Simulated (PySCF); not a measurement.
Compound: water, H₂O.
Geometry (GFN2-xTB, Å), atoms numbered from 1 in this order:
```xyz
3
H2O angstrom
O      0.004    0.379   -0.003
H     -0.769   -0.190   -0.011
H      0.776   -0.192    0.001
```

A PySCF run (density fitting, gas phase, GFN2-xTB geometry) gave HOMO -10.72 eV, LUMO 0.96 eV, dipole 1.89 D and E = -76.352 Eh.

Problem. Which of these levels was it?
A. PBE0/pcSseg-1
B. B97-2/def2-QZVP
C. CAM-B3LYP/def2-SVPD
D. wB97X/pcSseg-0

Solution. C. It is CAM-B3LYP/def2-SVPD. All candidates on this geometry:

```csv
level and settings,kind,basis functions,SCF cycles,E (Eh),HOMO (eV),LUMO (eV),dipole (D)
"B97-2/def2-QZVP, start guess sap, damping 0.3 at the start, DIIS from the seventh cycle",global hybrid,117,12,-76.4434,-8.69,0.52,1.86
PBE0/pcSseg-1,global hybrid,27,10,-76.3319,-8.61,1.39,2.03
CAM-B3LYP/def2-SVPD,range-separated hybrid,39,10,-76.3523,-10.72,0.96,1.89
"wB97X/pcSseg-0, start guess huckel",range-separated hybrid,13,7,-76.1986,-10.60,4.51,2.44
```

The nearest other candidate, by the summed differences of HOMO and LUMO, is B97-2/def2-QZVP: its HOMO differs by +2.03 eV and its LUMO by -0.44 eV. Cycle counts include a coarse-grid stage where the run had one.
